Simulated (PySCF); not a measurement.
Isomers of C6H6.

All values: CAM-B3LYP/def2-SVPD (PySCF) at PBE0-D3(BJ)/def2-SVP geometries, gas phase, one conformer each. Core orbitals are frozen in the response; Δα² is half the sum of the squared differences of the principal polarisabilities. Dipoles and anisotropies that the point group forbids are given as zero.

Task: Rank by dipole moment, highest first.
A. `C1C=CC(=C)C=1`
B. `C#CC#CCC`
C. `C12C3C1C1C2C31`
D. `C#C[C@H]1C=CC1`

Result: B (1.31 D), D (0.78 D), A (0.61 D), C (0.00 D).

Task: Rank by HOMO energy, highest first.
A. `C12C3C4C(C23)C14`
B. `CCC#CC#C`
C. `C#C[C@H]1C=CC1`
D. `C1C(=C)C=CC=1`

Result: D (-7.67 eV), A (-7.97 eV), B (-8.37 eV), C (-8.71 eV).

Task: Rank by vertical ionisation energy (ΔSCF), highest first.
A. `C=C1C=CC=C1`
B. `C#C[C@H]1C=CC1`
C. `C12C3C1C1C2C31`

Result: B (9.55 eV), C (8.84 eV), A (8.39 eV).

All values together:

| SMILES | μ (D) | HOMO (eV) | LUMO (eV) | α (Å³) | Δα (Å³) | ΔSCF removal energy (eV) |
| --- | --- | --- | --- | --- | --- | --- |
| C#C[C@H]1C=CC1 | 0.78 | -8.71 | 1.19 | 9.86 | 4.56 | 9.55 |
| C#CC#CCC | 1.31 | -8.37 | 0.51 | 11.49 | 11.96 | – |
| C12C3C1C1C2C31 | 0.00 | -7.97 | 1.72 | 8.37 | 0.44 | 8.84 |
| C=C1C=CC=C1 | 0.61 | -7.67 | -0.89 | 10.63 | 7.82 | 8.39 |
| CC#CC#CC | 0.00 | -7.94 | 0.95 | 12.03 | 14.35 | 8.77 |

A dash marks a removal energy that wasn't run or isn't settled.
